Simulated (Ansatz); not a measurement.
System: CH4N, charge -1, singlet. CH4N- (SMILES C[NH-]).
B3LYP-D3(BJ)/def2-TZVP minimum from Ansatz (a program for electronic structure):
```
C
H 1 1.1082
N 1 1.4206 2 109.69
H 3 1.0278 1 106.57 2 -180.00
H 1 1.1411 2 103.07 3 -127.34
H 1 1.1411 2 103.07 5 -105.33
```
Charge -1, spin multiplicity 1.

Total energies in aug-cc-pVDZ, 14 correlated electrons, 2 frozen orbitals. UHF or UKS for unpaired electrons; spin-orbit terms are left out. Correlated methods leave the cores frozen. No relativity.

```csv
method,program,energy (Eh),minus CCSDT(Q) (mEh)
HF,Ansatz,-94.56055,400.76
MP2,Ansatz,-94.92363,37.68
CCSD,Ansatz,-94.94575,15.56
CCSD(T),Ansatz,-94.95982,1.48
CCSDT(Q),Ansatz,-94.96131,0.00
```

Rough core times of Ansatz's runs on a shared machine: CCSD(T) under 20 s, CCSDT(Q) 3 min.
